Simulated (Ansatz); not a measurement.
## H₃Ge–Ge, doublet: vertical spin and charge gaps

Geometry (PBE0/def2-TZVP stationary point for this spin, not checked as a minimum):

```yaml
atoms:
  - { symbol: Ge, position_ang: [-0.0020, 0.0000, 1.2075] }
  - { symbol: Ge, position_ang: [-0.0014, 0.0000, -1.2815] }
  - { symbol: H, position_ang: [1.5002, 0.0000, 1.5882] }
  - { symbol: H, position_ang: [-0.6286, 1.2435, 1.8741] }
  - { symbol: H, position_ang: [-0.6287, -1.2435, 1.8741] }
```

Basis cc-pVTZ; Ansatz 0.2.0. Correlated methods freeze the noble-gas cores and the filled d shells of p-block atoms. R marks a restricted (for open shells ROHF) determinant, U an unrestricted one. Active spaces: valence = (11e, 11o) chosen from the atoms' valence shells. No spin–orbit coupling is included, and no scalar relativity.

Gaps are energies of the second state less the first, at fixed atoms, for a selection of the levels run; each method lands on the state that its own search finds for that charge and spin.

Unrestricted rows (U, and Kohn–Sham where it breaks symmetry) aren't spin-pure: their determinants' ⟨S²⟩ exceeds S(S+1) by up to 0.29, so they mix in states of higher spin. A value is left out where its run failed or describes another state than the reference as far as symmetry and spin tell, or, spin-broken singlets apart, can't be checked.

Removing an electron, to the singlet: 7.523 eV at UCCSDT(Q).

| level | gap (eV) | error (meV) | ⟨S²⟩ where 0.1 over S(S+1) (first / second) |
| --- | --- | --- | --- |
| UMP2 | 7.605 | 82 | – / 0.26 |
| UCCSD | 7.499 | -24 | – / 0.26 |
| UCCSD(T) | 7.520 | -3 | – / 0.26 |
| NEVPT2 (valence space) | 7.297 | -226 | – / – |
| PBE | 7.488 | -35 | – / – |
| r2SCAN | 7.720 | 197 | – / – |
| B3LYP | 7.582 | 59 | – / – |
| wB97M-V | 7.518 | -5 | – / – |
| B2PLYP | 7.510 | -13 | – / – |
| RPA-PBE | 7.805 | 282 | – / – |

Removing an electron, to the triplet: 8.686 eV at UCCSDT(Q).

```
                 level  gap (eV)  error (meV)
                   UHF     7.800         -886
                 UCCSD     8.641          -45
              UCCSD(T)     8.682           -4
                UCCSDT     8.683           -3
NEVPT2 (valence space)     8.455         -231
                r2SCAN     8.782           96
                  PBE0     8.744           58
                 B3LYP     8.834          148
               wB97M-V     8.739           53
                B2PLYP     8.707           21
```

Functionals correlate the shells that the reference freezes, so part of their error here is the reference's.

Full CI isn't at hand for all of this; UCCSDT(Q) serves as the reference, and is uncertain by about the last step of the cluster series. The frozen core follows each run's orbitals, which can shift R against U totals by a few meV for light atoms and by up to 0.1 eV past Ca.
